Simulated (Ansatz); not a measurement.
# Al2P: the cost of one run

Method: def2-TZVPP, core rule «outside noble gas», up to 15 orbitals frozen; program: Ansatz 0.2.0, Gaussian basis.

The runs, in order: UHF; ROHF; CCSD(T) on UHF.

**1. The system**

The geometry is a PBE0/def2-TZVP stationary point (not a proven minimum) of the parent state, kept for this charge and spin.

3 atoms, charge 0, spin multiplicity 6.

Atoms are counted from 1 here; the program's logs count them from 0.

Bond lengths: Al1–P2 2.259 Å, Al1–Al3 2.665 Å, P2–Al3 2.259 Å. Angles: P2–Al1–Al3 53.9°, Al1–P2–Al3 72.3°, Al1–Al3–P2 53.9°.

**2. UHF**

The input, in.yaml:

```yaml
crystal:
  periodic: [false, false, false]
  atoms:
    - {symbol: Al, position_ang: [0.000000, -0.665301, -1.332700]}
    - {symbol: P, position_ang: [0.000000, 1.159099, 0.000000]}
    - {symbol: Al, position_ang: [0.000000, -0.665301, 1.332700]}
basis:
  gaussian: {orbitals: def2-TZVPP}
magnetization: {spin_polarized: true, initial_magnetization: 5}
hamiltonian: {xc: hf}
output: {orbitals: {seedname: orbitals}}
```

Started as:

```bash
$ ansatz run in.yaml --threads 1 --pin off --events-out ev --progress --plain --max-ram 4096MiB --backend cpu
```

**Question.** How long does this run take on 1 thread of AMD EPYC 7R13, shared host, and how much memory does it need?

About 17 s, with a peak of 0.37 GiB.
